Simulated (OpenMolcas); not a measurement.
**How methods differ on CH4OSi (SMILES CO[SiH])**

CH4OSi: 7 atoms, total charge 0, spin state singlet. As SMILES, `CO[SiH]`. Geometry: relaxed at PBE0-D4/def2-TZVP. This is one conformer, not always the lowest.

```xyz
7

C    -0.5124    0.4855   -0.3385
O    -0.4432   -0.4465    0.7176
Si    0.7969   -1.3873    1.2299
H    -1.2964    0.1808   -1.0355
H     0.4438    0.5475   -0.8687
H    -0.7693    1.4675    0.0654
H     1.8417   -0.9156    0.1841
```

Each level gives the energy change with the C1–H5 bond stretched from 1.095 to 1.643 Å (eV). The values are calculated.

```csv
level,kind,program,value (eV),less CCSD(T)/aug-cc-pVDZ
HF/aug-cc-pVDZ (unrestricted),Hartree–Fock,OpenMolcas,2.26,+0.43
SVWN5/aug-cc-pVDZ (restricted),LDA,OpenMolcas,1.72,-0.11
PBE/aug-cc-pVDZ (restricted),GGA,OpenMolcas,1.74,-0.09
M06-L/aug-cc-pVDZ (restricted),meta-GGA,OpenMolcas,1.91,+0.08
r2SCAN/aug-cc-pVDZ (restricted),meta-GGA,OpenMolcas,1.87,+0.04
PBE0/aug-cc-pVDZ (restricted),global hybrid,OpenMolcas,1.94,+0.11
B2PLYP/aug-cc-pVDZ (restricted),double hybrid,OpenMolcas,1.93,+0.10
MP2/aug-cc-pVDZ (restricted),perturbation theory,OpenMolcas,1.97,+0.14
CCSD(T)/aug-cc-pVDZ (Cholesky decomposition) (restricted),coupled cluster or CI,OpenMolcas,1.83,0.00
```

Differences are taken from CCSD(T)/aug-cc-pVDZ (Cholesky decomposition) (restricted) for orientation; it has basis-set and higher-order errors of its own. The first shape isn't each level's own minimum. The values span 1.72 to 2.26 eV. Spin contamination of the reference (⟨S²⟩ at least 0.1 too high) touches HF/aug-cc-pVDZ.
